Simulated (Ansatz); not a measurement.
Other settings, tried on the cluster MgCl₂⁻ (the lowest doublet isomer of a short search).

```yaml
crystal:
  periodic: [false, false, false]
  atoms:
    - {symbol: Mg, position_ang: [0.233364, 0.666755, 0.339005]}
    - {symbol: Cl, position_ang: [-1.868189, 0.501081, -0.604866]}
    - {symbol: Cl, position_ang: [1.634825, -1.167836, 0.265861]}
basis:
  gaussian: {orbitals: STO-3G}
total_charge: -1
magnetization: {spin_polarized: true, initial_magnetization: 3}
hamiltonian: {xc: {name: B97M-V}}
scf: {omitted_lower_state_checks: [starts]}
```

```sh
$ ansatz run in.yaml --threads 4 --pin off --events-out ev --progress --plain --max-ram 3916MiB
```

It prints (some lines left out):

```
Functional definition: B97M-V
268 factors; integrals over basis functions are off by at most 1.7e-4 eV
mean field evaluation 1: about -30134.0817 eV, gradient 2.5e0 eV
mean field evaluation 2: about -30132.1473 eV, gradient 5.6e0 eV
mean field evaluation 4: about -30132.8089 eV, gradient 5.9e0 eV
mean field evaluation 8: about -30134.1804 eV, gradient 5.0e-2 eV
mean field evaluation 16: about -30134.1829 eV, gradient 2.5e-2 eV
mean field evaluation 32: about -30134.2055 eV, gradient 6.2e-6 eV
mean field -30134.20553667 eV, -1107.4116277745 hartree, gradient 1.1e-6 eV, S^2 3.750168; 1 other end points of the search recorded, 0 dependent functions left out
reference -30134.20556175 eV, -1107.4116286961 hartree; 25, 22 occupied and 2, 5 virtual orbitals, 268 factors
Total energy: -30134.20556175 eV, -1107.4116286961 hartree
Checks for a lower state left out: starts
```

It took 4.6 s on 4 threads of Arm Neoverse V1 on a shared host.

The highest occupied level of an anion often lies above zero with these methods, and sets without diffuse functions describe the outer electron poorly.
